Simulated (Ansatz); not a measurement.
The input, for Ansatz 0.2.0:

```yaml
crystal:
  periodic: [false, false, false]
  atoms:
    - {symbol: Mo, position_ang: [0.000000, 0.000000, 0.000000]}
    - {symbol: H, position_ang: [0.000000, 0.000000, 1.646400]}
basis:
  gaussian: {orbitals: def2-SVP}
total_charge: 1
correlation: {method: fci, electrons: outside_noble_gas}
```

```sh
$ ansatz run in.yaml --threads 1 --pin off --events-out ev --progress --plain --max-ram 2393MiB
```

Problem. Roughly how long does this take on 1 thread of Arm Neoverse V2, shared host, and how much host memory?

Solution. 2.5 min wall and 0.86 GiB.

```
616 factors; integrals over basis functions are off by at most 9.5e-8 eV
mean field evaluation 1: about -1839.5084 eV, gradient 2.4e1 eV
mean field evaluation 2: about -1839.5132 eV, gradient 2.4e1 eV
mean field evaluation 4: about -1840.6761 eV, gradient 1.5e0 eV
mean field evaluation 8: about -1840.6977 eV, gradient 6.9e-4 eV
mean field evaluation 16: about -1842.2605 eV, gradient 5.9e-1 eV
mean field evaluation 32: about -1840.5278 eV, gradient 3.1e-1 eV
mean field evaluation 64: about -1841.6248 eV, gradient 2.3e-6 eV
mean field evaluation 96: about -1837.5521 eV, gradient 1.1e1 eV
mean field evaluation 128: about -1842.0842 eV, gradient 2.4e0 eV
mean field evaluation 160: about -1842.0629 eV, gradient 5.1e0 eV
mean field evaluation 192: about -1842.0039 eV, gradient 1.4e-3 eV
mean field -1842.26120648 eV, -67.7018506086 hartree, gradient 2.2e-6 eV, S^2 0.000000; 16 other end points of the search recorded, 0 dependent functions left out; unrestricted orbitals would lower it
mean field evaluation 224: about -1842.4122 eV, gradient 2.6e0 eV
determinant -1842.00386035 eV, -67.6923933127 hartree, with singles and doubles -1844.84118907 eV, -67.7966632201 hartree
determinant -1840.69770674 eV, -67.6443930529 hartree, with singles and doubles -1844.13030725 eV, -67.7705387950 hartree
unrestricted determinant -1843.88698401 eV, -67.7615968308 hartree, S^2 2.0020
4 core orbitals not correlated: weight in the atoms' cores, before any rotation towards them, 0.999 or more for the frozen orbitals, at most 0.000 for the correlated occupied ones
reference -1842.00386035 eV, -67.6923933127 hartree; 3, 3 occupied and 29, 29 virtual orbitals, 616 factors
state -1845.15376611 eV, -67.8081502143 hartree
Total energy: -1845.15376611 eV, -67.8081502143 hartree
```
